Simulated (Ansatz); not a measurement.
# AlH7NSi+: where a starting geometry ends

The starting geometry of this gas-phase singlet was optimised with GFN2-xTB.

```yaml
atoms:
  - { symbol: Al, position_ang: [1.3592, 0.1323, 1.4470] }
  - { symbol: N, position_ang: [-0.4679, 0.9570, 1.6516] }
  - { symbol: Si, position_ang: [1.6798, -1.4859, -0.4759] }
  - { symbol: H, position_ang: [-0.3126, 1.5288, 2.4919] }
  - { symbol: H, position_ang: [-0.8016, 1.6058, 0.9308] }
  - { symbol: H, position_ang: [-1.2496, 0.3336, 1.8820] }
  - { symbol: H, position_ang: [1.4167, -0.6291, 2.7953] }
  - { symbol: H, position_ang: [2.1917, 1.3919, 1.0985] }
  - { symbol: H, position_ang: [2.9349, -1.4568, -1.2543] }
  - { symbol: H, position_ang: [1.0592, -2.6878, -1.0754] }
```

Q: Predict what becomes of its bonds when it is optimised with PBE0-D3(BJ)/def2-SVP.

A: It rearranges, giving a structure given below by its coordinates. Contacts that open: Al1–H7 (1.55 → 3.21 Å). Contacts that close: Si3–H7 (3.39 → 1.49 Å).

The energy falls by 1.42 eV over 27 steps:

```tsv
step	E − E(last) (eV)
1	1.421
4	1.239
7	1.201
10	1.120
13	0.644
15	0.442
18	0.186
21	0.007
24	0.000
27	0.000
```

Final geometry (Å):

| atom | x (Å) | y (Å) | z (Å) |
| --- | --- | --- | --- |
| Al | 1.4146 | 0.7265 | 0.9665 |
| N | -0.4899 | 1.0317 | 1.5980 |
| Si | 1.8061 | -1.5702 | 0.2343 |
| H | -0.5205 | 1.3348 | 2.5801 |
| H | -0.9446 | 1.7925 | 1.0766 |
| H | -1.1142 | 0.2204 | 1.5273 |
| H | 1.9612 | -2.3910 | 1.4714 |
| H | 2.0754 | 2.1389 | 1.1708 |
| H | 3.0301 | -1.5980 | -0.6111 |
| H | 0.5916 | -1.9957 | -0.5226 |

The end wasn't checked by frequencies. Run with Ansatz 0.2.0, 31 s on 2 threads of Arm Neoverse V2, with other jobs on the host.
